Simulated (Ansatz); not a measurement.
Method: frozen-core CCSD(T)/cc-pVTZ // CAM-B3LYP-D3(BJ)/def2-TZVP run with Ansatz (an electronic-structure program).

Ansatz 0.2 input:
```yaml
crystal:
  periodic: [false, false, false]
  atoms:
    - { symbol: N, position_ang: [-0.000933, 0.422393, -0.000001] }
    - { symbol: H, position_ang: [0.807448, -0.209413, -0.000003] }
    - { symbol: H, position_ang: [-0.806515, -0.21298, 0.000003] }
basis:
  gaussian: { orbitals: cc-pVTZ }
correlation:
  method: ccsd_t
magnetization:
  spin_polarized: true
  initial_magnetization: 1
```

Output:

```
Functional definition: HF
338 factors; integrals over basis functions are off by at most 4.5e-4 eV
mean field evaluation 1: about -1511.8687 eV, gradient 1.3e1 eV
mean field evaluation 2: about -1511.8690 eV, gradient 1.3e1 eV
mean field evaluation 4: about -1512.5590 eV, gradient 1.3e0 eV
mean field evaluation 8: about -1512.5702 eV, gradient 1.1e-3 eV
mean field evaluation 16: about -1512.5702 eV, gradient 2.6e-6 eV
mean field evaluation 32: about -1510.3681 eV, gradient 9.8e-2 eV
mean field -1512.57023749 eV, -55.5859309706 hartree, gradient 2.6e-6 eV, S^2 0.758942; 1 other end points of the search recorded, 0 dependent functions left out
determinant -1512.57023749 eV, -55.5859309706 hartree, with singles and doubles -1518.12526266 eV, -55.7900743806 hartree
determinant -1510.36799757 eV, -55.5050001465 hartree, with singles and doubles -1515.96042536 eV, -55.7105180772 hartree
1 core orbitals not correlated
reference -1512.57023749 eV, -55.5859309706 hartree; 4, 3 occupied and 53, 54 virtual orbitals, 338 factors
second order -5.02286653 eV of doubles, -0.00000000 eV of singles
cycle   1  -5.48517015 eV  change   -4.7e-1 eV  update   1.2e-2
cycle   2  -5.49615582 eV  change   -1.1e-2 eV  update   2.9e-3
cycle   3  -5.49659739 eV  change   -4.4e-4 eV  update   1.1e-3
cycle   4  -5.49687343 eV  change   -2.8e-4 eV  update   4.3e-4
cycle   5  -5.49697228 eV  change   -9.9e-5 eV  update   1.4e-4
cycle   6  -5.49698855 eV  change   -1.6e-5 eV  update   4.4e-5
cycle   7  -5.49701508 eV  change   -2.7e-5 eV  update   1.4e-5
cycle   8  -5.49701262 eV  change    2.5e-6 eV  update   5.3e-6
perturbative correction -0.15320924 eV, -0.0056303358 hartree
Total energy: -1518.22045935 eV, -55.7935727943 hartree
```

Cost: roughly 3 core-seconds.
